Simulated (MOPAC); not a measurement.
A run for MOPAC: PM6 on H2O (SMILES O).

```
PM6 1SCF PRECISE CHARGE=0 THREADS=1
H2O

O     -1.52438989 1    -0.04361803 1     0.00486898 1
H     -1.84438689 1     0.85921797 1    -0.01656202 1
H     -0.56467289 1     0.05456297 1     0.00014598 1
```

Output:

```
*******************************************************************************
 **                                                                           **
 **                              MOPAC v23.2.5                                **
 **                                                                           **
 *******************************************************************************
 ** MOPAC's Digital Object Identifier: https://doi.org/10.5281/zenodo.6511958 **
 **                                                                           **
 ** Please cite the open-source release paper for use of this MOPAC version:  **
 ** J. E. Moussa and J. J. P. Stewart (2026)                                  **
 ** MOPAC: An open-source semiempirical molecular orbital program             **
 ** J. Open Source Softw., 11(119), 8025, https://doi.org/10.21105/joss.08025 **
 *******************************************************************************

                              PM6 CALCULATION RESULTS

 *******************************************************************************
 *  PM6        - The PM6 Hamiltonian to be used
 *
 *
 *
 *                 CHARGE ON SYSTEM = 0
 *
 *
 *
 *  PRECISE    - TIGHTER CRITERIA TO BE USED
 *  1SCF       - DO 1 SCF AND THEN STOP
 *  THREADS=1  - MULTI-THREADING NOT USED
 *  T=         - A TIME OF 172800.0 SECONDS REQUESTED
 *  DUMP=N     - RESTART FILE WRITTEN EVERY 7200.0 SECONDS REQUESTED
 *******************************************************************************
PM6 1SCF PRECISE CHARGE=0 THREADS=1
 H2O

   ATOM   CHEMICAL          X               Y               Z
  NUMBER   SYMBOL      (ANGSTROMS)     (ANGSTROMS)     (ANGSTROMS)

     1       O         -1.52438989  *  -0.04361803  *   0.00486898  *
     2       H         -1.84438689  *   0.85921797  *  -0.01656202  *
     3       H         -0.56467289  *   0.05456297  *   0.00014598  *



          CARTESIAN COORDINATES

    NO.       ATOM           X           Y           Z

     1         O         -1.5244     -0.0436      0.0049
     2         H         -1.8444      0.8592     -0.0166
     3         H         -0.5647      0.0546      0.0001

 General Reference for PM6:
 "Optimization of Parameters for Semiempirical Methods V: Modification of NDDO Approximations
 and Application to 70 Elements", J. J. P. Stewart, J. Mol. Mod., 13, 1173-1213 (2007)
 URL: https://link.springer.com/article/10.1007/s00894-007-0233-4

           Empirical Formula: H2 O  =     3 atoms



      MOLECULAR POINT GROUP   :   C2v


      RHF CALCULATION, NO. OF DOUBLY OCCUPIED LEVELS = 4


 -------------------------------------------------------------------------------
 PM6 1SCF PRECISE CHARGE=0 THREADS=1
 H2O



     1SCF WAS SPECIFIED, SO BFGS WAS NOT USED
     SCF FIELD WAS ACHIEVED


                              PM6 CALCULATION
                                                       MOPAC v23.2.5 Linux




          FINAL HEAT OF FORMATION =        -54.12700 KCAL/MOL =    -226.46737 KJ/MOL


          COSMO AREA              =         42.66 SQUARE ANGSTROMS
          COSMO VOLUME            =         25.34 CUBIC ANGSTROMS

          IONIZATION POTENTIAL    =         11.805171 EV
          HOMO LUMO ENERGIES (EV) =        -11.805  4.025
          NO. OF FILLED LEVELS    =          4
          MOLECULAR WEIGHT        =         18.0152         POINT GROUP:  C2v

          MOLECULAR DIMENSIONS (Angstroms)

            Atom       Atom       Distance
            H     3    H     2     1.51176
            H     2    O     1     0.59411
            H     3    O     1     0.00000


          SCF CALCULATIONS        =          1





   ATOM   CHEMICAL          X               Y               Z
  NUMBER   SYMBOL      (ANGSTROMS)     (ANGSTROMS)     (ANGSTROMS)

     1       O         -1.52438989  *  -0.04361803  *   0.00486898  *
     2       H         -1.84438689  *   0.85921797  *  -0.01656202  *
     3       H         -0.56467289  *   0.05456297  *   0.00014598  *

                             CARTESIAN COORDINATES

   1    O       -1.524389890    -0.043618030     0.004868980
   2    H       -1.844386890     0.859217970    -0.016562020
   3    H       -0.564672890     0.054562970     0.000145980


           Empirical Formula: H2 O  =     3 atoms



      MOLECULAR POINT GROUP   :   C2v


                  EIGENVALUES
 -30.29857 -18.59076 -14.28561 -11.80517   4.02549   5.84115


              NET ATOMIC CHARGES AND DIPOLE CONTRIBUTIONS

  ATOM NO.   TYPE          CHARGE      No. of ELECS.   s-Pop       p-Pop
    1          O          -0.607128        6.6071     1.78107     4.82606
    2          H           0.302870        0.6971     0.69713
    3          H           0.304258        0.6957     0.69574
 DIPOLE           X         Y         Z       TOTAL
 POINT-CHG.     0.937     1.457    -0.038     1.733
 HYBRID         0.212     0.339    -0.009     0.400
 SUM            1.149     1.796    -0.047     2.132


          ATOMIC ORBITAL ELECTRON POPULATIONS

     Atom    s        px        py        pz
    1  O   1.78107   1.37620   1.45018   1.99967
    2  H   0.69713
    3  H   0.69574

 **********************
 *                    *
 * JOB ENDED NORMALLY *
 *                    *
 **********************




 == MOPAC DONE ==
```

The run finished.

Cost: roughly 0.020 core-seconds.
